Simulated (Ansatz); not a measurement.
**[BF2]+ (SMILES F[B+]F) at 6 levels**

Wanted: a comparison of 6 runs (UHF/STO-3G, B2PLYP/STO-3G, UB3LYP/STO-3G, UPBE/STO-3G, CCSDT(Q)/STO-3G, CCSD(T)/STO-3G) of [BF2]+. 

Program for the calculation: Ansatz 0.2.0.

6 further runs of the same task are left out: 5 that didn't finish, 1 set aside as unsound or not needed.

## 1. Starting point

[BF2]+ has 3 atoms, charge +1, and is taken as a singlet. As SMILES, `F[B+]F`. The B2–F1 distance was set to 3.048 Å, away from the relaxed value. At this shape a bond of the SMILES string is far longer than usual.

Bond lengths: B2–F3 1.219 Å.

## 2. A single-point energy at UHF/STO-3G (run 1)

File molecule.yaml:

```yaml
basis:
  gaussian:
    orbitals: STO-3G
crystal:
  periodic: [false, false, false]
  atoms:
    - {symbol: F, position_ang: [0.817305, 2.835122, 0.763636]}
    - {symbol: B, position_ang: [0.000740, -0.000320, 0.000370]}
    - {symbol: F, position_ang: [-0.328120, -1.133550, -0.306050]}
total_charge: 1
magnetization:
  spin_polarized: true
  initial_magnetization: 0
hamiltonian:
  xc: hf
accuracy: high
```

Run with:

```bash
ansatz run molecule.yaml --threads 1 --pin off --max-ram 2610MiB --events-out events.jsonl --progress --plain --runs-dir runs
```

Log:

```text
Warning: RAYON_NUM_THREADS=1 ignored (pool sized by the plan → 1); use --threads N
Functional definition: HF
  name "HF"
  exchange = exact_x
  correlation = 0
228 factors; integrals over basis functions are off by at most 3.6e-8 eV
mean field evaluation 1: about -5962.2537 eV, gradient 2.1e1 eV
mean field evaluation 2: about -5962.2615 eV, gradient 2.1e1 eV
mean field evaluation 4: about -5965.1666 eV, gradient 7.3e0 eV
mean field evaluation 8: about -5979.5677 eV, gradient 8.9e0 eV
mean field evaluation 16: about -5988.7301 eV, gradient 1.1e0 eV
mean field evaluation 32: about -5988.8120 eV, gradient 7.1e-3 eV
mean field evaluation 64: about -5988.7405 eV, gradient 2.2e-2 eV
mean field evaluation 96: about -5988.7981 eV, gradient 6.9e-1 eV
mean field evaluation 128: about -5988.7450 eV, gradient 9.3e-2 eV
mean field evaluation 160: about -5981.2774 eV, gradient 7.4e0 eV
mean field evaluation 192: about -5988.7406 eV, gradient 1.1e-1 eV
mean field -5988.81198496 eV, -220.0847810846 hartree, gradient 2.1e-8 eV, S^2 1.013856; 5 other end points of the search recorded, 0 dependent functions left out
reference -5988.81198496 eV, -220.0847810846 hartree; 11, 11 occupied and 4, 4 virtual orbitals, 228 factors
Total energy: -5988.81198496 eV, -220.0847810846 hartree
```

It took 0.24 s on 1 thread of Arm Neoverse V1, shared host.

## 3. The energy at B2PLYP/STO-3G (run 2)

File input.yaml:

```yaml
crystal:
  periodic: [false, false, false]
  atoms:
    - {symbol: F, position_ang: [0.817305, 2.835122, 0.763636]}
    - {symbol: B, position_ang: [0.000740, -0.000320, 0.000370]}
    - {symbol: F, position_ang: [-0.328120, -1.133550, -0.306050]}
basis:
  gaussian:
    orbitals: STO-3G
total_charge: 1
hamiltonian:
  xc: {name: B2PLYP}
correlation:
  frozen_orbitals: {B: 1, F: 1}
accuracy: high
```

Run with:

```bash
ansatz run input.yaml --threads 1 --pin off --max-ram 2610MiB --events-out events.jsonl --progress --plain --runs-dir runs
```

Log (excerpt; [...] marks lines left out):

```text
Warning: RAYON_NUM_THREADS=1 ignored (pool sized by the plan → 1); use --threads N
Functional definition: B2PLYP
  name "B2PLYP"
[...]
228 factors; integrals over basis functions are off by at most 3.6e-8 eV
[...]
mean field -5999.67813641 eV, -220.4841047851 hartree, gradient 2.9e-8 eV, S^2 0.000000; 6 other end points of the search recorded, 0 dependent functions left out; unrestricted orbitals would lower it
3 core orbitals not correlated: weight in the atoms' cores, before any rotation towards them, 1.000 or more for the frozen orbitals, at most 0.000 for the correlated occupied ones
reference -5999.67814896 eV, -220.4841052465 hartree; 8, 8 occupied and 4, 4 virtual orbitals, 228 factors
second order -10.19287486 eV of doubles, -0.00000000 eV of singles
Total energy: -6002.43022517 eV, -220.5852421818 hartree
```

It took 1.5 s on 1 thread of Arm Neoverse V1, shared host.

## 4. A single-point energy at UB3LYP/STO-3G (run 3)

File run.yaml:

```yaml
crystal:
  periodic: [false, false, false]
  atoms:
    - {symbol: F, position_ang: [0.817305, 2.835122, 0.763636]}
    - {symbol: B, position_ang: [0.000740, -0.000320, 0.000370]}
    - {symbol: F, position_ang: [-0.328120, -1.133550, -0.306050]}
basis:
  gaussian: {orbitals: STO-3G}
total_charge: 1
magnetization: {spin_polarized: true}
hamiltonian: {xc: {name: B3LYP}}
accuracy: high
```

Run with:

```bash
ansatz run run.yaml --threads 1 --pin off --max-ram 2610MiB --events-out events.jsonl --progress --plain --runs-dir runs
```

Log (excerpt; [...] marks lines left out):

```text
Warning: RAYON_NUM_THREADS=1 ignored (pool sized by the plan → 1); use --threads N
Functional definition: B3LYP
  name "B3LYP"
[...]
228 factors; integrals over basis functions are off by at most 3.6e-8 eV
[...]
mean field -6009.78311609 eV, -220.8554559389 hartree, gradient 1.7e-8 eV, S^2 1.003801; 6 other end points of the search recorded, 0 dependent functions left out
reference -6009.78313577 eV, -220.8554566621 hartree; 11, 11 occupied and 4, 4 virtual orbitals, 228 factors
Total energy: -6009.78313577 eV, -220.8554566621 hartree
```

Run time: 9.9 s. Hardware: 1 thread of Arm Neoverse V1, shared host; peak memory 0.11 GiB.

Runs 4 to 5 aren't shown in full; the table further down has their settings and results.

## 5. A single-point energy at CCSD(T)/STO-3G (run 6)

File in.yaml:

```yaml
basis:
  gaussian: {orbitals: STO-3G}
crystal:
  periodic: [false, false, false]
  atoms:
    - symbol: F
      position_ang: [0.817305, 2.835122, 0.763636]
    - symbol: B
      position_ang: [0.000740, -0.000320, 0.000370]
    - symbol: F
      position_ang: [-0.328120, -1.133550, -0.306050]
total_charge: 1
correlation: {method: ccsd_t, frozen_orbitals: {B: 1, F: 1}}
accuracy: high
scf: {omitted_lower_state_checks: [cluster_reference, increment]}
```

Run with:

```bash
ansatz run in.yaml --threads 1 --pin off --max-ram 2610MiB --events-out events.jsonl --progress --plain --runs-dir runs
```

Log:

```text
Warning: RAYON_NUM_THREADS=1 ignored (pool sized by the plan → 1); use --threads N
[... 14 lines left out ...]
3 core orbitals not correlated: weight in the atoms' cores, before any rotation towards them, 1.000 or more for the frozen orbitals, at most 0.000 for the correlated occupied ones
[... 49 lines left out ...]
WARN: these amplitudes may be one of several solutions (largest doubles amplitude 0.97, level shift 13.56 eV)
Total energy: -5991.25780391 eV, -220.1746632734 hartree
Checks for a lower state left out: cluster_reference, increment
```

It took 0.24 s on 1 thread of Arm Neoverse V1, shared host.

## 6. All runs side by side

```
run            level  frozen core orbitals  energy (Eh)  wall time
  1       UHF/STO-3G                     –  -220.084781     0.24 s
  2    B2PLYP/STO-3G                     3  -220.585242      1.5 s
  3    UB3LYP/STO-3G                     –  -220.855457      9.9 s
  4      UPBE/STO-3G                     –  -220.640695       16 s
  5  CCSDT(Q)/STO-3G                     3  -220.168891     0.68 s
  6   CCSD(T)/STO-3G                     3  -220.174663     0.24 s
```

## 7. Results

| quantity | value |
| --- | --- |
| run 6: total energy | -220.17466 Eh |
| run 6: correlation energy (3 core orbitals frozen) | -307.8 mEh |
| run 6: (T) correction | -24.71 mEh |
| run 6: T1 diagnostic | 0.098 |

Below the UHF energy at the same shape and in the same basis (STO-3G): CCSDT(Q) -84.1 mEh; CCSD(T) -89.9 mEh. Some of these start from another determinant than that one, so these aren't their correlation energies. Totals of different functionals can't be ranked against each other. In run 6 the T1 diagnostic is large, so a single reference may not serve. In runs 2, 5, 6 the log says that unrestricted orbitals would lower the reference, so the values rest on an unstable closed-shell determinant (other closed-shell runs at this shape may share the fault). In runs 1, 2, 3, 4, 5, 6 the basis is minimal, so the values are rough. Spin contamination of the reference: run 1 ⟨S²⟩ = 1.01, run 4 ⟨S²⟩ = 1.00, run 3 ⟨S²⟩ = 1.00. Where it is this large, the reference is a mixture of spin states, and values that rest on it are in doubt. All runs together took 28 s, the longest 16 s.
